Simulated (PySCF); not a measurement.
# C3H7NO (dimethylformamide): the cost of one run

The runs use PySCF 2.14.0, with density-fitted response routines of our own; the level of theory stands in each step. All values are computed, except where a source is named. Atoms are numbered from 0 throughout.

## 1. Starting geometry

12 atoms, charge 0, multiplicity 1; geometry from: GFN2-xTB. The atoms were then displaced at random by about 0.01 Å, so the start is not that level's minimum.

Bonds of the start (Å): C0–N1 1.46, N1–C2 1.45, N1–C3 1.33, C3–O4 1.24, C0–H5 1.11, C0–H6 1.08, C0–H7 1.08, C2–H8 1.07, C2–H9 1.09, C2–H10 1.11, C3–H11 1.09.

## 2. Optimising the geometry at PBE0-D3(BJ)/def2-TZVP

The job: settings as JSON, then the geometry in Å.

```
{"job": {"xc": "PBE0", "basis": "def2-TZVP", "d3": "d3bj", "grid": 2, "shake": 0.01, "kind": "geom"}, "charge": 0, "multiplicity": 1}
C      1.361700     0.110520     0.197370
N     -0.081900     0.145440    -0.047290
C     -0.782640    -1.115710     0.073840
C     -0.726680     1.262570    -0.369750
O     -1.951760     1.309400    -0.581960
H      1.745160     1.142450     0.068120
H      1.562060    -0.211670     1.209430
H      1.854160    -0.531840    -0.515800
H     -1.818770    -0.936520    -0.105630
H     -0.365660    -1.841010    -0.620240
H     -0.657830    -1.512330     1.103210
H     -0.098150     2.150430    -0.420330
```

Run with:

```console
OMP_NUM_THREADS=2 python probes_run.py task.json out
```

One launch serves the whole session: the jobs run in the order shown.

Q: Estimate the wall time and peak memory of this first job on 2 threads of Intel Xeon at 2.50GHz, shared host.

About 3.6 min, with a peak of 0.98 GiB.
